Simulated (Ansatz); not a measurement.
Ansatz (an electronic-structure program) input (B3LYP/6-31G*):

Ansatz 0.2 input:
```yaml
crystal:
  periodic: [false, false, false]
  atoms:
    - {symbol: C, position_ang: [-0.00000000, -0.00000000, -0.63210699]}
    - {symbol: N, position_ang: [0.00000000, 0.00000000, 0.54180599]}
basis:
  gaussian:
    orbitals: 6-31G*
hamiltonian:
  xc: {name: B3LYP}
magnetization: {spin_polarized: true, initial_magnetization: 1}
phonons: {temperatures: {t_min: 298.15, t_max: 298.15, t_step: 100}}
```

Which harmonic wavenumbers does it give?

2160 cm⁻¹ (unscaled; negative means imaginary).
